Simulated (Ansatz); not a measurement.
# NP: the cost of one run

Program: Ansatz 0.2.0, driven from Python. The levels of theory stand in the script. These are calculated values, not measurements.

## Step 1: The structure

Bond lengths: P1–N2 1.820 Å.

The script holds or builds the structure itself.

## Step 2: Script

File run_x2c.py:

```python
'''NP(+) with and without the spin-free two-component Hamiltonian.'''

from dataclasses import dataclass

import ansatz as az
import numpy as np


@dataclass(frozen=True)
class RunConfig:
    xc: str = 'pbe'
    net_charge: int = 1


settings = RunConfig()


def main() -> None:
    geometry_ang = [
        ('P', (0.0, 0.0, 0.0)),
        ('N', (0.0, 0.0, 1.82)),
    ]
    geometry = az.Crystal.molecule()
    for symbol, xyz in geometry_ang:
        geometry = geometry.atom(symbol, xyz)

    calc = (
        geometry.calculation()
        .functional(settings.xc)
        .charge(settings.net_charge)
        .spin('collinear', total=1)  # spin-polarised run
        .accuracy('high')  # preset for grids and thresholds
        .forces()  # eV per angstrom
    )
    # a set contracted for a scalar-relativistic Hamiltonian goes with the relativistic run
    sets = {'none': 'cc-pVTZ', 'scalar': 'cc-pVTZ-DK'}
    found = {kind: calc.basis(gaussian=basis).pseudopotentials(relativity=kind).run(threads=1, backend='cpu').report for kind, basis in sets.items()}
    for kind, each in found.items():
        dipole = 4.803205 * np.linalg.norm(each['charge_distribution']['dipole_moment_e_ang'])
        print(f'{kind:7s} E = {each["free_energy_ev"]:.4f} eV  dipole {dipole:.3f} D  largest force component {np.abs(each["forces_ev_ang"]).max():.4f} eV/A')
    print(f'relativity lowers the total energy by {found["none"]["free_energy_ev"] - found["scalar"]["free_energy_ev"]:.3f} eV')


if __name__ == '__main__':
    main()
```

## Step 3: What the engine is handed

The package turns the script's settings into the engine's input (first run):

```yaml
crystal:
  periodic: [false, false, false]
  atoms:
    - { symbol: P, position_ang: [0.0, 0.0, 0.0] }
    - { symbol: "N", position_ang: [0.0, 0.0, 1.82] }
accuracy: high
basis:
  gaussian:
    orbitals: cc-pVTZ
hamiltonian:
  xc: pbe
  pseudopotentials:
    relativity: none
magnetization:
  spin_polarized: true
  initial_magnetization: 1.0
total_charge: 1.0
output:
  forces: true
```

## Step 4: The run

Launch:

```sh
python run_x2c.py
```

What time and memory should one allow on 1 thread of Intel Xeon 6975P-C (Granite Rapids), shared host?

About 11 s, with a peak of 0.22 GiB.
